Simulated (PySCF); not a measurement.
# Working out the ionisation energy of B

B [He] 2s2 2p1 (2P) → B⁺ [He] 2s2 (1S). All numbers are calculated (PySCF 2.14, the spin-free X2C one-electron Hamiltonian (Gaussian nucleus), in jorge-DZP-DKH (4s2p1d, 15 functions)). Frozen: 1s2. Energies in hartree (1 hartree = 27.21139 eV):

```json
{"part": "UHF", "B (lower)": "-24.536942", "B⁺ (upper)": "-24.241930"}
{"part": "CCSD correlation", "B (lower)": "-0.059173", "B⁺ (upper)": "-0.059186"}
{"part": "(T)", "B (lower)": "-0.000776", "B⁺ (upper)": "0.000000"}
```

**Question.** What does Hartree-Fock give?

**Answer.** (-24.241930) − (-24.536942) = 0.295012 hartree = 8.028 eV.

**Question.** What do CCSD and CCSD(T) give?

**Answer.** The CCSD correlation energies differ by -0.000013 hartree = 0.000 eV and the triples by 0.000776 hartree = 0.021 eV, so CCSD gives 8.028 eV and CCSD(T) 8.049 eV.

Measured between the centres of the two terms (NIST): 8.297 eV, so CCSD(T) (valence) is off by -0.248 eV.

A double-zeta basis recovers only part of the correlation energy.

The coupled-cluster amplitudes are large, so a single reference is strained.

What remains against the reference includes basis incompleteness, the frozen core and higher excitations.
